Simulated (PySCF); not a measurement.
# How methods differ on the ionisation energy of P

P [Ne] 3s2 3p3 (4S) → P⁺ [Ne] 3s2 3p2 (3P), as a difference of total energies. All numbers are calculated (PySCF 2.14, the non-relativistic Hamiltonian (point nucleus), in def2-QZVPPD). Correlated levels: valence and next inner shell: 1s2 frozen. The calculations carry no spin-orbit coupling.

```
                                method  ionisation energy (eV)  plus first-order spin-orbit estimate  error of that sum (eV)
                                   UHF                   9.906                                 9.871                  -0.616
    MP2 (valence and next inner shell)                  10.523                                10.488                  +0.001
SCS-MP2 (valence and next inner shell)                  10.343                                10.309                  -0.178
   CCSD (valence and next inner shell)                  10.443                                10.408                  -0.079
CCSD(T) (valence and next inner shell)                  10.493                                10.459                  -0.028
```

Reference: 10.487 eV (measured; NIST Atomic Spectra Database, ionization energies).

A first-order spin-orbit estimate (lowest level to lowest level, LS coupling) adds -0.034 eV.

Errors of the correlated levels include the incompleteness of this basis and the frozen core.
